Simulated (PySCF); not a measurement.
Breaking a bond: H2O, SMILES O. The O1–H3 bond (O1 also carries H; H3 carries nothing else) is varied alone, starting from the PBE0/def2-TZVP optimised geometry.

Computed with: UHF/cc-pVDZ (PySCF); RHF/cc-pVDZ (PySCF); UKS-PBE0 = unrestricted PBE0/cc-pVDZ run with PySCF; RKS-PBE0 = restricted PBE0/cc-pVDZ (PySCF 2.14.0); UKS-LDA (SVWN5) = PySCF 2.14.0 with unrestricted LDA (SVWN5)/cc-pVDZ; RKS-LDA (SVWN5) = restricted LDA (SVWN5)/cc-pVDZ (PySCF); UKS-r2SCAN = PySCF 2.14.0 with unrestricted r2SCAN/cc-pVDZ; RKS-r2SCAN = PySCF with restricted r2SCAN/cc-pVDZ.

Scanned distances (Å): 0.77, 0.82, 0.86, 0.90, 0.94, 0.96, 1.00, 1.02, 1.06, 1.11, 1.19, 1.29, 1.45, 1.56, 1.73, 1.92, 2.11, 2.36, 2.57, 2.85, 3.37.

Question: Where does the unrestricted solution first break spin symmetry (<S²> of 0.01 or more)?

Answer: UHF: between 1.29 and 1.45 Å; UKS-PBE0: between 1.56 and 1.73 Å; UKS-LDA (SVWN5): between 1.73 and 1.92 Å; UKS-r2SCAN: between 1.56 and 1.73 Å.

```
R / Å  <S²> UHF  E(RHF) − E(UHF) / eV  <S²> UKS-PBE0  E(RKS-PBE0) − E(UKS-PBE0) / eV  <S²> UKS-LDA (SVWN5)  E(RKS-LDA (SVWN5)) − E(UKS-LDA (SVWN5)) / eV  <S²> UKS-r2SCAN  E(RKS-r2SCAN) − E(UKS-r2SCAN) / eV
-----  --------  --------------------  -------------  ------------------------------  --------------------  --------------------------------------------  ---------------  ----------------------------------
0.77       0.00                 0.000           0.00                           0.000                  0.00                                         0.000             0.00                               0.000
0.82       0.00                 0.000           0.00                           0.000                  0.00                                         0.000             0.00                               0.000
0.86       0.00                 0.000           0.00                           0.000                  0.00                                         0.000             0.00                               0.000
0.90       0.00                 0.000           0.00                           0.000                  0.00                                         0.000             0.00                               0.000
0.94       0.00                 0.000           0.00                           0.000                  0.00                                         0.000             0.00                               0.000
0.96       0.00                 0.000           0.00                           0.000                  0.00                                         0.000             0.00                               0.000
1.00       0.00                 0.000           0.00                           0.000                  0.00                                         0.000             0.00                               0.000
1.02       0.00                 0.000           0.00                           0.000                  0.00                                         0.000             0.00                               0.000
1.06       0.00                 0.000           0.00                           0.000                  0.00                                         0.000             0.00                               0.000
1.11       0.00                 0.000           0.00                           0.000                  0.00                                         0.000             0.00                               0.000
1.19       0.00                 0.000           0.00                           0.000                  0.00                                         0.000             0.00                               0.000
1.29       0.00                 0.000           0.00                           0.000                  0.00                                         0.000             0.00                               0.000
1.45       0.35                 0.173           0.00                           0.000                  0.00                                         0.000             0.00                               0.000
1.56       0.58                 0.588           0.00                           0.000                  0.00                                         0.000             0.00                               0.000
1.73       0.78                 1.406           0.32                           0.088                  0.00                                         0.000             0.31                               0.082
1.92       0.89                 2.343           0.63                           0.438                  0.02                                         0.000             0.56                               0.374
2.11       0.94                 3.198           0.79                           0.875                  0.40                                         0.095             0.73                               0.718
2.36       0.98                 4.162           0.91                           1.431                  0.67                                             —             0.87                               1.160
2.57       0.99                 4.835           0.95                           1.833                  0.80                                             —             0.93                               1.481
2.85       1.00                 5.568           0.98                           2.266                  0.89                                             —             0.97                                   —
3.37       1.00                 6.530           1.00                           2.800                  0.97                                             —             1.00                                   —
```

Dashes: no converged value, or the column stops at the first point that the program doubted or that broke a chosen test of continuity, which isn't proof of a fault.
